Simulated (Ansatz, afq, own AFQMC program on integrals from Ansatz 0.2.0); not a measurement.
# Atomization energy of SiGeH$_{5}$ClO, singlet

| atom | x (Å) | y (Å) | z (Å) |
| --- | --- | --- | --- |
| Si | 0.0367 | 1.5587 | 0.2214 |
| O | -0.6747 | 0.1330 | -0.2693 |
| Ge | -0.2488 | -1.5721 | -0.3462 |
| Cl | 1.6166 | -1.8311 | 0.7190 |
| H | 0.2345 | 1.5759 | 1.7017 |
| H | 1.3572 | 1.7583 | -0.4495 |
| H | -0.8876 | 2.6615 | -0.1667 |
| H | -1.3333 | -2.3706 | 0.3823 |
| H | -0.0122 | -1.9599 | -1.8097 |

Atoms in their ground-state spins without spin–orbit coupling (mostly on UHF) minus the molecule (RHF), without zero-point energy. The geometry is a stationary point, not shown to be a minimum.

Basis def2-TZVP. Noble-gas cores (and the filled d shells of Ga–Kr and In–Xe) are frozen. Integrals, coupled cluster, full CI and functionals: Ansatz 0.2.0; the random walks run on the same integrals in our own AFQMC program. ph-AFQMC/CISD is guided by a CISD state made of CCSD amplitudes; releasing the constraint for a short imaginary time cuts its bias at the price of noise, slowly where states lie close. Uncertainties: one standard error, sampling alone. No spin–orbit coupling. The errors of all members are added in quadrature.

No full CI on the walks' own integrals is used here. The released AFQMC energy serves as the reference, which it does only where one determinant dominates, the energy is flat over the last release times and near the phaseless one (40 meV or 2 meV an electron, half that with transition metals). On small molecules, where full CI could be run and the noise was under 10 meV, such values lay within 10 meV of it in 19 cases of 20, a flattering rate, since the rule was set on those same cases; what remains of the bias isn't in the error bar. Each member takes its own surest rung, up to full CI.

The best estimate is CCSD(T) at the basis-set limit (CBS: def2-TZVPP and def2-QZVPP, with their diffuse functions for anions and beside diffuse sets, CCSD(T) itself extrapolated) plus the step from CCSD(T) to AFQMC with the constraint released in def2-TZVP. Rows without CBS are in def2-TZVP; B2PLYP and the wave-function rows carry a basis error of their own. Core correlation and relativity beyond core potentials are missing, and ± holds the sampling alone.

Cautions: inner d shell frozen; no relativity below Rb; no spin-orbit coupling; SiGeH₅ClO (singlet): the released value is read at 0.90 1/Eh with a noise of 19 meV, more than in the cases checked (meV from the phaseless value at times in 1/Eh: -6 ± 16 at 0.21, -16 ± 12 at 0.42, -1 ± 27 at 0.63, 8 ± 19 at 0.90); other spins of the molecule weren't checked.

Best estimate: 2804.1 ± 1.8 kJ/mol.

```
         level  atomization energy (kJ/mol)  error against the best estimate (kJ/mol)
            HF                       2056.7                              -747.4 ± 1.8
           MP2                       2710.5                               -93.6 ± 1.8
          CCSD                       2652.3                              -151.8 ± 1.8
       CCSD(T)                       2685.8                              -118.3 ± 1.8
 ph-AFQMC/CISD                 2688.5 ± 1.6                              -115.6 ± 2.4
released AFQMC                 2687.0 ± 1.9                                    -117.1
        HF/CBS                       2065.0                              -739.1 ± 1.8
       MP2/CBS                       2831.2                                27.1 ± 1.8
   CCSD(T)/CBS                       2804.6                                 0.5 ± 1.8
           PBE                       2736.8                               -67.3 ± 1.8
        r2SCAN                       2778.6                               -25.5 ± 1.8
          PBE0                       2714.2                               -89.9 ± 1.8
         B3LYP                       2724.3                               -79.8 ± 1.8
       wB97M-V                       2777.5                               -26.6 ± 1.8
        B2PLYP                       2726.4                               -77.7 ± 1.8
```

Correlation beyond CCSD(T) changes it by less than twice the noise. Going to the basis-set limit adds 118.8 kJ/mol at CCSD(T). The perturbative (T) step is worth +33.6 kJ/mol.

Best estimates are given only where the step beyond CCSD(T) is under 0.3 eV and no member's determinant is very poor (T1 over 0.05, or 0.07 for open shells, ⟨S²⟩ too high by 0.3, two states mixed), so the hardest cases are missing from such tables.

The functionals ran in a triple-zeta set and keep a basis error of their own, a few kJ/mol for each bond in atomization energies and more for double hybrids, so close places among them and the extrapolated levels can swap.

Each member of a difference takes its own highest rung, so a best estimate needn't equal the limit plus the step of one row. Released energies are given only where the last usable release times agree within the noise; a slower fall can still hide under it.
